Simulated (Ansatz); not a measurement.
Relaxation of BH₅S (7 atoms, charge 0, multiplicity 1), to a largest force component of 0.03 eV/Å in at most 50 steps.

These are results of RKS B3LYP/def2-SVP (Ansatz), not measurements.

```xyz
7
Properties=species:S:1:pos:R:3:forces:R:3
B 0.062 -0.523 -0.320 0.21 -1.25 0.03
H -0.056 0.215 1.956 -0.21 1.79 0.42
H 1.047 0.160 -0.353 0.01 0.01 -0.04
H -1.040 -0.122 -0.572 -0.01 0.02 0.06
S 0.359 -2.319 0.016 -0.14 0.85 -0.45
H -0.923 -2.755 -0.037 0.02 0.04 -0.02
H 0.014 -0.493 1.853 0.12 -1.48 -0.01
```

Question: Where does it end, and by what steps?

Answer: The run converged. The force dipped under the threshold on the way, but the program's further checks kept it going. After 32 steps the energy has fallen by 0.282 eV; H2 moved furthest, 1.63 Å.

```json
{"step": "0", "energy less start (eV)": "0.0000", "largest force component (eV/Å)": "1.793", "accepted": "yes"}
{"step": "2", "energy less start (eV)": "-0.2238", "largest force component (eV/Å)": "0.494", "accepted": "yes"}
{"step": "4", "energy less start (eV)": "-0.2586", "largest force component (eV/Å)": "0.126", "accepted": "yes"}
{"step": "6", "energy less start (eV)": "-0.2646", "largest force component (eV/Å)": "0.083", "accepted": "yes"}
{"step": "8", "energy less start (eV)": "-0.2672", "largest force component (eV/Å)": "0.027", "accepted": "yes"}
{"step": "10", "energy less start (eV)": "-0.2622", "largest force component (eV/Å)": "0.325", "accepted": "no"}
{"step": "12", "energy less start (eV)": "-0.2687", "largest force component (eV/Å)": "0.181", "accepted": "yes"}
{"step": "14", "energy less start (eV)": "-0.2707", "largest force component (eV/Å)": "0.159", "accepted": "yes"}
{"step": "16", "energy less start (eV)": "-0.2721", "largest force component (eV/Å)": "0.043", "accepted": "yes"}
{"step": "18", "energy less start (eV)": "-0.2741", "largest force component (eV/Å)": "0.197", "accepted": "yes"}
{"step": "20", "energy less start (eV)": "-0.2727", "largest force component (eV/Å)": "0.252", "accepted": "no"}
{"step": "22", "energy less start (eV)": "-0.2778", "largest force component (eV/Å)": "0.005", "accepted": "yes"}
{"step": "24", "energy less start (eV)": "-0.2788", "largest force component (eV/Å)": "0.047", "accepted": "yes"}
{"step": "26", "energy less start (eV)": "-0.2797", "largest force component (eV/Å)": "0.118", "accepted": "yes"}
{"step": "28", "energy less start (eV)": "-0.2532", "largest force component (eV/Å)": "0.757", "accepted": "no"}
{"step": "30", "energy less start (eV)": "-0.2816", "largest force component (eV/Å)": "0.071", "accepted": "yes"}
{"step": "32", "energy less start (eV)": "-0.2822", "largest force component (eV/Å)": "0.005", "accepted": "yes"}
```

```xyz
7
Properties=species:S:1:pos:R:3
B 0.110 -0.729 -1.140
H -0.164 0.185 3.578
H 1.093 -0.098 -1.421
H -0.959 -0.528 -1.649
S 0.333 -1.994 0.089
H -0.934 -2.472 0.147
H -0.015 -0.201 2.940
```

Run time: 34 s on 1 thread of Arm Neoverse V2, with other jobs on the host, peak memory 0.11 GiB.
